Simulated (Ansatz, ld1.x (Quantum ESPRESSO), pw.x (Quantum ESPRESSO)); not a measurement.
**Tc (Z = 43): does the PAW potential hold in the solid?**

Tc, PAW, made with ld1.x (Quantum ESPRESSO) 7.5 (PBEsol, scalar-relativistic). Core [Kr], reference 4d5 5s1.75 5p0 (charge +0.25). Waves: 5s (bound): rcut 2.55, rcutus 2.75 bohr; 5s channel at 3.05 Ry: rcut 2.55, rcutus 2.75 bohr; 5p (bound, empty): rcut 3.05, rcutus 3.75 bohr; 5p channel at 0.1 Ry: rcut 3.05, rcutus 3.75 bohr; 4d (bound): rcut 1.40, rcutus 1.65 bohr; 4d channel at 1.45 Ry: rcut 1.40, rcutus 1.65 bohr; 4f channel at 0.5 Ry: rcut 2.70, rcutus 3.60 bohr; 4f channel at 1.25 Ry: rcut 2.70, rcutus 3.60 bohr. Local part: all-electron potential smoothed inside 3.60 bohr (lloc = -1). Core correction: a·sin(br)/r model core inside 1.35 bohr. Augmentation charge: PSQ, inside the norm-conserving radii.

Atomic tests: cutoffs needed: 40 Ry and 60 Ry (the cutoffs (Ry, on a coarse ladder) from which the occupation-weighted sum of valence levels, in a spherical-Bessel basis at the reference potential, stays within 10 and 1 mRy of its value at 400 Ry); ghost test: no extra level below or beside the all-electron valence levels (s, p, d, f tested) (spherical-Bessel basis up to 400 Ry, 20 bohr box); configuration tests: 1 of 7 tests not solved or not reliable.

Crystal test: fcc Tc in pw.x 7.5, no spin, 15³ k-points, Fermi–Dirac smearing 0.01 Ry, cutoffs 75/600 Ry. The lattice is a test structure that the element need not adopt, and mesh and smearing are coarse.

pw.x input:

```
&control
  calculation='scf', prefix='x', pseudo_dir='./', outdir='./tmp', tstress=.true., disk_io='none'
/
&system
  ibrav=0, nat=1, ntyp=1, ecutwfc=75, ecutrho=600, nbnd=11,
  occupations='smearing', smearing='fd', degauss=0.01
/
&electrons
  conv_thr=1e-09, mixing_beta=0.4, electron_maxstep=70
/
ATOMIC_SPECIES
Tc 1.0 Tc.UPF
CELL_PARAMETERS angstrom
  0.00000000 1.91733898 1.91733898
  1.91733898 0.00000000 1.91733898
  1.91733898 1.91733898 0.00000000
ATOMIC_POSITIONS crystal
Tc 0.0000 0.0000 0.0000
K_POINTS automatic
15 15 15 0 0 0
```

```bash
pw.x < Tc.scf.in > Tc.scf.out
```

Q: How does the run end?

A: It converges; the pressure is 10.66 GPa against -0.35 GPa from all-electron LAPW. The largest radius (3.75 bohr) exceeds half the bond length (2.56 bohr), so the spheres overlap, which is one possible source of error among others. This is a poor potential for the solid. Atomic configuration tests: 1 of 7 tests not solved or not reliable. The log shows:

```
     Exchange-correlation= SLA  PW   PSX  PSC
     number of k points=   120  Fermi-Dirac smearing, width (Ry)=  0.0100
     iteration #  1     ecut=    75.00 Ry     beta= 0.40
     total energy              =    -267.92836873 Ry
     estimated scf accuracy    <       0.03622248 Ry
     iteration #  2     ecut=    75.00 Ry     beta= 0.40
     total energy              =    -267.94052132 Ry
     estimated scf accuracy    <       0.00493552 Ry
     iteration #  3     ecut=    75.00 Ry     beta= 0.40
     total energy              =    -267.94552581 Ry
     estimated scf accuracy    <       0.00194628 Ry
     iteration #  4     ecut=    75.00 Ry     beta= 0.40
     total energy              =    -267.94582413 Ry
     estimated scf accuracy    <       0.00016356 Ry
     [... 2 iterations left out ...]
     iteration #  7     ecut=    75.00 Ry     beta= 0.40
     total energy              =    -267.94594798 Ry
     estimated scf accuracy    <       0.00000002 Ry
     iteration #  8     ecut=    75.00 Ry     beta= 0.40
     total energy              =    -267.94594795 Ry
     estimated scf accuracy    <          6.5E-09 Ry
     iteration #  9     ecut=    75.00 Ry     beta= 0.40
     total energy              =    -267.94594796 Ry
     estimated scf accuracy    <          2.1E-09 Ry
     iteration # 10     ecut=    75.00 Ry     beta= 0.40
     the Fermi energy is    15.6197 ev
!    total energy              =    -267.94594796 Ry
     estimated scf accuracy    <          6.4E-10 Ry
     smearing contrib. (-TS)   =      -0.00459597 Ry
     The total energy is F=E-TS. E is the sum of the following terms:
     one-electron contribution =      14.91293033 Ry
     hartree contribution      =       1.18716724 Ry
     xc contribution           =     -18.10601809 Ry
     ewald contribution        =     -31.00234829 Ry
     one-center paw contrib.   =    -234.93308317 Ry
     convergence has been achieved in  10 iterations
          total   stress  (Ry/bohr**3)                   (kbar)     P=      106.62
     Message from routine punch:
     Nothing written, as per user request (disk_io='none')
```
